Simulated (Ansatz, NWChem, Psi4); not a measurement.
## CH3Cl (chloromethane): a line through the functionals

CH3Cl: 5 atoms, total charge 0, spin state singlet. SMILES: `CCl`. The shape is that of a PBE0-D4/def2-TZVP optimisation.

The electronic atomisation energy y, in eV, basis def2-TZVPP; a is the functional's share of exact exchange. Programs: Ansatz 0.2.0, NWChem 7.3.0, Psi4 1.11.

| functional | program | a | y (eV) |
| --- | --- | --- | --- |
| r2SCAN | Ansatz | 0 | 17.15 |
| TPSS | NWChem | 0 | 17.31 |
| TPSSh | Psi4 | 0.1 | 17.26 |
| B3LYP | Ansatz | 0.2 | ? |
| r2SCAN0 | Ansatz | 0.25 | 16.98 |
| PBE0 | Ansatz | 0.25 | 17.15 |
| BHLYP | Ansatz | 0.5 | 16.65 |

Question: Fit y = c + s·a to the known rows and predict B3LYP.

Answer: 
1. Means of the 6 rows: a = 0.1833, y = 17.083.
2. Σ(Δa)² = 0.18333, Σ(Δa·Δy) = -0.20817, so the slope is -0.20817/0.18333 = -1.1355.
3. Intercept: 17.083 − (-1.1355) × 0.1833 = 17.291. The largest residual of the fit is 0.14.
4. B3LYP: 17.291 + (-1.1355) × 0.2 = 17.06 eV.

The run gave 17.03 eV, so the prediction is off by +0.03 eV, within the largest residual. The rows mix families of semi-local functionals, which the line can't see.
